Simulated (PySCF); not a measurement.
Start geometry of `CC(C)C=[N]` [radical] from GFN2-xTB (Å):
```
atom  x, y, z in Å
C1    -0.271    1.343   -0.010
C2     0.110   -0.048   -0.422
C3    -0.905   -1.085    0.065
C4     1.521   -0.351    0.176
N5     2.500   -0.628   -0.446
H6    -0.406    1.449    1.063
H7    -1.233    1.622   -0.478
H8     0.468    2.098   -0.344
H9     0.207   -0.100   -1.489
H10   -0.563   -2.089   -0.181
H11   -1.865   -0.907   -0.375
H12   -0.991   -1.026    1.162
H13    1.433   -0.297    1.268
```

**Question.** What comes out of this run: PBE0-D3(BJ)/def2-SVP geometry optimisation, gas phase (PySCF)?

**Answer.** 
```
atom  x, y, z in Å
C1    -0.0926    1.1882    0.1370
C2     0.3377   -0.2280   -0.2330
C3    -0.6793   -1.2738    0.2147
C4     1.6908   -0.5304    0.3839
N5     2.7248   -0.8091   -0.2517
H6    -0.1945    1.2991    1.2291
H7    -1.0682    1.4244   -0.3147
H8     0.6354    1.9346   -0.2135
H9     0.4664   -0.2931   -1.3257
H10   -0.3687   -2.2880   -0.0764
H11   -1.6617   -1.0732   -0.2400
H12   -0.8086   -1.2583    1.3093
H13    1.7367   -0.4927    1.4958
```

The energy falls by 0.236 eV over 6 energy and gradient evaluations, the largest force component goes from 0.0911 to 1.2e-04 Eh/bohr, and the atoms move by 0.051 Å rms after alignment. The bond that changes most is C4=N5 (ends: carbon bonded to C, N and H; nitrogen bonded to C), which lengthens by 0.054 Å. Bonds longer at the end by more than 0.005 Å: 7 of 12; shorter: 2. Among the angles that change most is C2–C4–H13, from 107.4° to 115.8°. Rotational constants go from 7830, 3906, 2928 to 7697, 3884, 2904 MHz. The orientation of the end geometry is arbitrary; only internal coordinates are fixed.

The run used 110 basis functions and 51 SCF cycles in all.

Stationary, but not proved a minimum. ⟨S²⟩ = 0.762 (exact for a doublet: 0.75).

One conformer stands for the species.
